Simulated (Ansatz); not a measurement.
## Ansatz (development build ahead of 0.2.0) run

```yaml
crystal:
  periodic: [false, false, false]
  atoms:
    - { symbol: O, position_ang: [-0.01733, -0.03091, -0.15493] }
    - { symbol: H, position_ang: [-0.04431, 0.74733, 0.50078] }
    - { symbol: H, position_ang: [0.04898, -0.76059, 0.48635] }
basis:
  gaussian: { orbitals: cc-pVDZ }
hamiltonian:
  xc: hf
```

The input is written out in the form of the current development build from the run's settings.

Results

| Item | Value |
| --- | --- |
| Converged | yes |
| Total energy | -76.02100 hartree |
| Spin squared of the determinant | 0.000 |
